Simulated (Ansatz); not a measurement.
# AlH2O2 radical (SMILES [O][AlH][OH]): single points off equilibrium

One table from this session's results is given with a row withheld; the runs are named, their logs left out.

Program: Ansatz 0.2.0, Gaussian basis. Level of theory: single points in def2-TZVPP. These are calculated values, not measurements.

Cores are frozen in the correlated methods. Orbitals are unrestricted.

## The starting structure

SMILES `[O][AlH][OH]`, 5 atoms, charge 0, spin multiplicity 2.

Atoms are counted from 1 here; the program's logs count them from 0.

Bond lengths: O1–Al2 1.559 Å, Al2–O3 1.800 Å, Al2–H4 1.489 Å, O3–H5 1.027 Å. Angles: O1–Al2–O3 140.4°, O1–Al2–H4 121.0°, O3–Al2–H4 95.5°, Al2–O3–H5 167.4°.

As a file:

```xyz
5
charge 0, multiplicity 2
O    -1.2285   -1.1901    1.0062
Al   -0.4773   -0.2263    0.0375
O     0.9642    0.8505   -0.0072
H    -0.5809   -0.3872   -1.4387
H     1.6377    1.6254    0.0182
```

Set-up of the first run:

run/in.yaml

```yaml
crystal:
  periodic: [false, false, false]
  atoms:
    - {symbol: O, position_ang: [-1.228500, -1.190100, 1.006200]}
    - {symbol: Al, position_ang: [-0.477300, -0.226300, 0.037500]}
    - {symbol: O, position_ang: [0.964200, 0.850500, -0.007200]}
    - {symbol: H, position_ang: [-0.580900, -0.387200, -1.438700]}
    - {symbol: H, position_ang: [1.637700, 1.625400, 0.018200]}
basis:
  gaussian: {orbitals: def2-TZVPP}
magnetization: {spin_polarized: true, initial_magnetization: 1}
correlation: {method: ccsd_t}
scf: {omitted_lower_state_checks: [cluster_reference]}
output: {forces: true}
```

The command line of these runs was not kept.

Steps of the session up to this table: CCSD(T)/def2-TZVPP; PBE0-D4/def2-TZVPP; wB97M-V/def2-TZVPP; r2SCAN-D4/def2-TZVPP; PBE-D4/def2-TZVPP; revPBE-D4/def2-TZVPP; BLYP-D4/def2-TZVPP.

One of the session's tables, all rows but one given; the rest of the session is left out.

| method | RMS force component (eV/Å) | angle to CCSD(T) forces (°) | dipole (D) |
| --- | --- | --- | --- |
| CCSD(T) | 3.229 | reference | 1.66 |
| PBE0-D4 | 3.026 | 3.2 | 1.67 |
| wB97M-V | 3.115 | 0.9 | 1.64 |
| r2SCAN-D4 | 2.868 | 5.5 | 1.93 |
| PBE-D4 | 2.515 | 9.1 | 2.68 |
| revPBE-D4 | ? | ? | ? |
| BLYP-D4 | 2.524 | 7.7 | 2.67 |

Estimate the missing values for revPBE-D4.

**Answer.** RMS force component (eV/Å): 2.593; angle to CCSD(T) forces (°): 8.4; dipole (D): 2.58. In the column «RMS force component (eV/Å)» it lies between BLYP-D4 (2.524) and r2SCAN-D4 (2.868).
